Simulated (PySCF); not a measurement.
Simulated absorption spectrum

Species: CH3ClO2S.
SMILES: `O=S(=O)(Cl)C`

Method: TDDFT PBE0/def2-SVPD, vertical, gas phase, core orbitals frozen in the response (PySCF 2.14.0, density-fitted response routines). Isolated species at its GFN2-xTB geometry, gas phase.

Computed states:

```tsv
state	E (eV)	f
S1	5.86	0.0043
S2	6.51	0.0070
S3	6.56	0.0034
S4	6.74	0.067
S5	7.62	0.0080
S6	7.90	0.165
S7	8.21	0.0006
S8	8.70	0.050
```

Broadening: Gaussians 0.5 eV wide at half height, area fixed by f = 4.319×10⁻⁹ ∫ε dν̃. The width is an assumption, not a result. The curve ends short of the highest state used, and states not computed would add to its high-energy end.

**Question.** Give the broadened spectrum and its maxima.

**Answer.** 
```
E (eV)  ε (L mol⁻¹ cm⁻¹)
  5.11                 0
  5.18                 1
  5.25                 4
  5.32                 9
  5.39                19
  5.46                38
  5.53                68
  5.60               107
  5.67               153
  5.74               196
  5.81               227
  5.88               237
  5.95               231
  6.01               222
  6.08               228
  6.15               285
  6.22               430
  6.29               703
  6.36              1133
  6.43              1721
  6.50              2420
  6.57              3121
  6.64              3673
  6.71              3931
  6.78              3812
  6.85              3341
  6.92              2643
  6.99              1887
  7.05              1308
  7.12               794
  7.19               487
  7.26               389
  7.33               501
  7.40               858
  7.47              1527
  7.54              2576
  7.61              4012
  7.68              5710
  7.75              7384
  7.82              8641
  7.89              9126
  7.96              8685
  8.03              7447
  8.10              5768
```

Maxima: 211 nm (5.88 eV), ε about 240, made up of S1 (97%); 184 nm (6.72 eV), ε about 3900, made up of S4 (91%); 157 nm (7.89 eV), ε about 9100, made up of S6 (98%) (ε in L mol⁻¹ cm⁻¹; maxima over ε = 5, shares over 10%).

**Question.** What would ε be at 7.89 eV, the highest of these maxima, with half the width (0.25 eV)?

**Answer.** About 17800 L mol⁻¹ cm⁻¹ against 9130, a factor of about 1.96; a lone state at its own centre would give exactly 2.

**Question.** Coming from long wavelengths, where does ε first pass 100 L mol⁻¹ cm⁻¹?

**Answer.** At about 222 nm (5.59 eV), 0.27 eV below S1.

**Question.** On this curve, what absorbance would a 10⁻³ mol/L sample give at 222 nm over a 1 cm path?

**Answer.** 222 nm is 5.585 eV, where ε is about 98 L mol⁻¹ cm⁻¹, so A = ε c l ≈ 0.098 (Beer–Lambert, with the gas-phase spectrum and the assumed width).
